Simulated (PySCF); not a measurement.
# F2OS: the cost of one run

Computed with PySCF 2.14.0, with density-fitted response routines of our own, on a single molecule in the gas phase. Atoms count from 0, in the outputs and in this text.

## 1. The molecule as given

4 atoms, charge 0, multiplicity 1; geometry from: GFN2-xTB. The atoms were then displaced at random by about 0.01 Å, so the start is not that level's minimum.

Bonds of the start (Å): O0–S1 1.43, S1–F2 1.68, S1–F3 1.64.

## 2. Optimising the geometry at PBE0-D3(BJ)/def2-SVP

Job settings and geometry (Å):

```
{"job": {"xc": "PBE0", "basis": "def2-SVP", "d3": "d3bj", "grid": 1, "shake": 0.01, "kind": "geom"}, "charge": 0, "multiplicity": 1}
O      1.413110    -0.126400    -0.165510
S      0.154370    -0.014860     0.506180
F     -0.703730     1.252520    -0.189910
F     -0.825750    -1.136630    -0.183760
```

Command:

```sh
$ OMP_NUM_THREADS=1 python probes_run.py task.json out
```

The driver reads the jobs from task.json and runs them one after another.

Q: Estimate the wall time and peak memory of this first job on 1 thread of Arm Neoverse N1, shared host.

About 10 s, with a peak of 0.28 GiB.
